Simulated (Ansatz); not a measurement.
**SiHF (SMILES F[SiH]): single points off equilibrium**

The task here is to estimate one member of a computed series from the others.

Program: Ansatz 0.2.0, Gaussian basis. Level of theory: single points in def2-TZVPP. These are calculated values, not measurements.

Cores are frozen in the correlated methods.

## Starting geometry

3 atoms, charge 0, spin multiplicity 1.

Atoms are counted from 1 here; the program's logs count them from 0.

Bond lengths: F1–Si2 1.589 Å, Si2–H3 1.673 Å. Angles: F1–Si2–H3 80.3°.

As a file:

| atom | x (Å) | y (Å) | z (Å) |
| --- | --- | --- | --- |
| F1 | -0.9816 | -0.1811 | -0.5869 |
| Si2 | 0.1092 | 0.6529 | 0.2130 |
| H3 | 0.7740 | -0.8771 | 0.3420 |

The first run:

run/in.yaml reads:

```yaml
crystal:
  periodic: [false, false, false]
  atoms:
    - {symbol: F, position_ang: [-0.981600, -0.181100, -0.586900]}
    - {symbol: Si, position_ang: [0.109200, 0.652900, 0.213000]}
    - {symbol: H, position_ang: [0.774000, -0.877100, 0.342000]}
basis:
  gaussian: {orbitals: def2-TZVPP}
correlation: {method: ccsd_t}
output: {forces: true}
```

The command line of these runs was not kept.

Among the steps run: CCSD(T)/def2-TZVPP; PBE0-D4/def2-TZVPP; wB97M-V/def2-TZVPP; r2SCAN-D4/def2-TZVPP; PBE-D4/def2-TZVPP; HSE06-D4/def2-TZVPP; SPW92/def2-TZVPP.

One table of the session follows, with a row left open; its other results are not shown here.

| method | RMS force component (eV/Å) | angle to CCSD(T) forces (°) | dipole (D) |
| --- | --- | --- | --- |
| CCSD(T) | 1.193 | reference | 1.30 |
| PBE0-D4 | 1.133 | 0.9 | 1.23 |
| wB97M-V | 1.170 | 3.0 | 1.41 |
| r2SCAN-D4 | 1.130 | 2.6 | 1.14 |
| PBE-D4 | 1.149 | 18.0 | 1.14 |
| HSE06-D4 | 1.132 | 1.0 | 1.23 |
| SPW92 | ? | ? | ? |

**Question.** Estimate the row for SPW92.

**Answer.** RMS force component (eV/Å): 1.008; angle to CCSD(T) forces (°): 4.5; dipole (D): 1.15. In the column «RMS force component (eV/Å)» it is the lowest.
